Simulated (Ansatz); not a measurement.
Ansatz (a program for electronic structure) input (CCSD(T)/cc-pVTZ):

Ansatz 0.2 input:
```yaml
crystal:
  periodic: [false, false, false]
  atoms:
    - {symbol: O, position_ang: [-0.00000000, -0.00000000, -1.69736936]}
    - {symbol: C, position_ang: [-0.00000000, -0.00000000, -0.56804329]}
    - {symbol: S, position_ang: [0.00000000, 0.00000000, 1.06170091]}
basis:
  gaussian:
    orbitals: cc-pVTZ
total_charge: 1
magnetization: {spin_polarized: true, initial_magnetization: 1}
correlation: {method: ccsd_t, electrons: outside_noble_gas}
```

Output:

```
Functional definition: HF
integrals: 0.14 GiB planned
567 factors; integrals over basis functions are off by at most 1.3e-3 eV
mean field: 0.19 GiB planned
mean field evaluation 1: about -13871.0095 eV, gradient 3.8e1 eV
mean field evaluation 2: about -13871.0157 eV, gradient 3.8e1 eV
mean field evaluation 4: about -13876.9437 eV, gradient 4.0e0 eV
mean field evaluation 8: about -13877.1211 eV, gradient 3.5e-1 eV
mean field evaluation 16: about -13877.1350 eV, gradient 1.9e-5 eV
mean field evaluation 32: about -13877.1348 eV, gradient 8.8e-2 eV
mean field evaluation 64: about -13877.1350 eV, gradient 4.6e-4 eV
mean field evaluation 96: about -13872.8464 eV, gradient 9.0e0 eV
mean field -13877.13496234 eV, -509.9753036060 hartree, gradient 1.7e-6 eV, S^2 0.824227; 2 other end points of the search recorded, 0 dependent functions left out
7 core orbitals not correlated
reference -13877.13496234 eV, -509.9753036060 hartree; 8, 7 occupied and 79, 80 virtual orbitals, 567 factors
second order -13.42035773 eV of doubles, -0.00000000 eV of singles
coupled cluster: 0.41 GiB planned
cycle   1  -13.25277501 eV  change    1.7e-1 eV  update   1.2e-1
cycle   2  -13.75503262 eV  change   -5.0e-1 eV  update   4.2e-2
cycle   3  -13.91368239 eV  change   -1.6e-1 eV  update   2.5e-2
cycle   4  -13.91334081 eV  change    3.4e-4 eV  update   9.6e-3
cycle   5  -13.91502958 eV  change   -1.7e-3 eV  update   4.6e-3
cycle   6  -13.91676092 eV  change   -1.7e-3 eV  update   1.7e-3
cycle   7  -13.91657373 eV  change    1.9e-4 eV  update   7.7e-4
cycle   8  -13.91710492 eV  change   -5.3e-4 eV  update   3.2e-4
cycle   9  -13.91709364 eV  change    1.1e-5 eV  update   1.5e-4
cycle  10  -13.91704200 eV  change    5.2e-5 eV  update   5.9e-5
cycle  11  -13.91708387 eV  change   -4.2e-5 eV  update   2.8e-5
cycle  12  -13.91707699 eV  change    6.9e-6 eV  update   1.0e-5
coupled cluster: 0.41 GiB planned
perturbative correction -0.72991592 eV, -0.0268239154 hartree
Total energy: -13891.78195525 eV, -510.5135706674 hartree
```
